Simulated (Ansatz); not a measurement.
# Which method gave which barrier?

Saddle point of CH7Si, doublet (SiH₄ + CH₃ → SiH₃ + CH₄; bonds formed: H1–C3; bonds broken: H1–Si2), PBE0-D4/def2-TZVP structure:

```
atom    x (Å)    y (Å)    z (Å)
  H1  -0.0769  -0.0121  -0.0418
 Si2   1.3279   0.2218   0.6843
  C3  -1.5099  -0.2522  -0.7784
  H4   1.3067   1.5209   1.4085
  H5   1.5779  -0.8775   1.6546
  H6   2.4177   0.2411  -0.3278
  H7  -1.5130  -1.3330  -0.8529
  H8  -1.3512   0.3010  -1.6962
  H9  -2.1792   0.1899  -0.0503
```

Computed with Ansatz 0.2.0 (basis: def2-TZVPP, with def2-QZVPP for the basis limit); correlated methods freeze the cores; orbitals are unrestricted. Extrapolation: Hartree–Fock as exp(−7.88 √X), correlation as X^−2.97. Four methods, as single points on the PBE0-D4 structures, gave these electronic barriers from the start structure: 6.5, 22.0, 38.7, 78.7 kJ/mol.

The methods were, in alphabetical order, CCSD(T), HF, PBE-D4, r2SCAN-D4. Which gave which? (A judgement: the text doesn't fix the answer.)

By the calculation: PBE-D4 6.5; r2SCAN-D4 22.0; CCSD(T) 38.7; HF 78.7 kJ/mol. For comparison, CCSD(T) at an estimated basis limit (MP2 extrapolated from triple and quadruple zeta, plus CCSD(T) − MP2 in triple zeta) gives 37.0 kJ/mol.

The T1 diagnostic stays at or below 0.016. ⟨S²⟩ of the unrestricted Hartree–Fock references: 0.75 to 0.78 (a pure state has 0.75). The end structure is not quite a true minimum (one mode of 36i cm⁻¹).

Radical steps of this kind take place in plasma deposition and etching.

For scale, one of the runs: CCSD(T)/def2-TZVPP, 171 basis functions, launched by `ansatz run in.yaml --threads 2 --pin off --events-out ev --progress --plain --max-ram 4352MiB`. Hardware: 2 CPU threads of an AMD EPYC 9R45, shared host. Wall time 21 s; peak host memory 3.4 GiB.
